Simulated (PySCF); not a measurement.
An unknown is described by computed data only.

Elements present: C, Cl and H. Monoisotopic mass: 126.0003 u.

* 13C NMR: chemical shifts (computed TMS as zero) by class: 63.2 (1 C), 50.0 (1 C), 48.7 (1 C), 28.4 (1 C) ppm [GIAO B3LYP/pcSseg-2]
* UV, strongest line: among the 10 lowest singlet transitions: S7 at 8.44 eV (147 nm, f = 0.074) [TDDFT CAM-B3LYP/def2-SVPD]
* Polarisability: 77.5 au [CAM-B3LYP/def2-SVPD]
* XPS: Cl2p3/2 205.7, Cl2p3/2 205.9, C1s 291.2, C1s 291.4, C1s 292.4, C1s 292.4, Cl1s 2828.3, Cl1s 2828.6 eV [ΔSCF SCAN, pcX-2 on the ionised atom, pcseg-1 elsewhere, spin-free X2C, 2p3/2 from a spin–orbit splitting computed afterwards within the 2p shell]
* Valence photoelectron: vertical ionisation energy: 10.71 eV [ΔSCF CAM-B3LYP/def2-SVPD]
* Rotational structure: rotational constants A, B, C: 3.527, 1.211, 1.065 GHz [PBE0-D3(BJ)/def2-SVP]

The electronic properties come from PySCF, for the isolated species, density fitting. Levels stand in brackets. One conformer (not necessarily the lowest) at the PBE0-D3(BJ)/def2-SVP geometry, without solvent, vibrations or thermal averaging. NMR classes are plain means over equivalent atoms (diastereotopic ones count apart unless rotation or inversion swaps them), as if these changed places fast.

Problem. Which formula fits the mass and the elements?

Solution. C4H8Cl2 (calculated 126.0003). No other formula that holds each of these elements comes within 0.0003 u with a fitting electron parity and a possible valence count.

Problem. Propose a structure and show how it fits.

Solution. Numbering: `[CH3:1][C@H:2]([Cl:3])[CH2:4][CH2:5][Cl:6]`. Its formula, C4H8Cl2, gives 0 degrees of unsaturation, so no ring and no π bond. 4 carbons fall into 4 classes; from least to most shielded: sp3 C–Cl carbon [C2] (63.2 ppm), sp3 C–Cl carbon [C5] (50.0 ppm), chain CH2 carbon [C4] (48.7 ppm), methyl carbon [C1] (28.4 ppm). The core levels belong to: Cl2p3/2 205.7 eV, alkyl chlorine [Cl3]; Cl2p3/2 205.9 eV, alkyl chlorine [Cl6]; C1s 291.2 eV, methyl carbon [C1]; C1s 291.4 eV, chain CH2 carbon [C4]; C1s 292.4 eV, sp3 C–Cl carbon [C2]; C1s 292.4 eV, sp3 C–Cl carbon [C5]; Cl1s 2828.3 eV, alkyl chlorine [Cl3]; Cl1s 2828.6 eV, alkyl chlorine [Cl6]. The first electron is taken from the HOMO, whose largest Löwdin shares are 0.40 on an alkyl chlorine, 0.32 on an alkyl chlorine, 0.08 on an sp3 C–Cl carbon and 0.06 on an sp3 C–Cl carbon. The optimised geometry has point group C1 and is an asymmetric top. Structure: 1,3-dichlorobutane, `C[C@H](Cl)CCCl`. Computed isomers that give other values at the same levels: `ClCCCCCl` (core binding energies: Cl2p3/2 205.9 (×2), C1s 291.2 (×2), C1s 292.4 (×2), Cl1s 2828.5 (×2) eV). The assignments are read from this structure; whether some other isomer fits the data as well wasn't checked. The mirror image fits equally.

Conformer computed: `[CH3:1][C@H:2]([Cl:3])[CH2:4][CH2:5][Cl:6]`: C1–C2–C4–C5 -176°, C2–C4–C5–Cl6 63°.
